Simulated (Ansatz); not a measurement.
This Ansatz (a quantum-chemistry and plane-wave program) input (CCSD(T)/aug-cc-pV(T+d)Z) gives -536.90419 Eh with 193 basis functions. A basis named .json is the Basis Set Exchange file of that set (core-valence sets with the plain set on hydrogen).

Ansatz 0.2 input:
```yaml
crystal:
  periodic: [false, false, false]
  atoms:
    - {symbol: C, position_ang: [0.09243262, 0.69871992, -0.00992094]}
    - {symbol: C, position_ang: [1.35201846, 1.05337977, -0.01885512]}
    - {symbol: Cl, position_ang: [-0.73221915, -0.76094037, 0.01283470]}
    - {symbol: H, position_ang: [2.15719226, 0.32186446, -0.01136807]}
    - {symbol: H, position_ang: [1.62382678, 2.10152370, -0.03416548]}
basis:
  gaussian:
    orbitals: aug-cc-pV_T+d_Z.json
magnetization: {spin_polarized: true, initial_magnetization: 1}
correlation: {method: ccsd_t, electrons: outside_noble_gas}
```

Change:
```diff
- orbitals: aug-cc-pV_T+d_Z.json
+ orbitals: def2-SVPD
```

What does the run give now?

-536.55393 Eh (CCSD(T)/def2-SVPD, 83 functions), a change of +350.26 mEh.
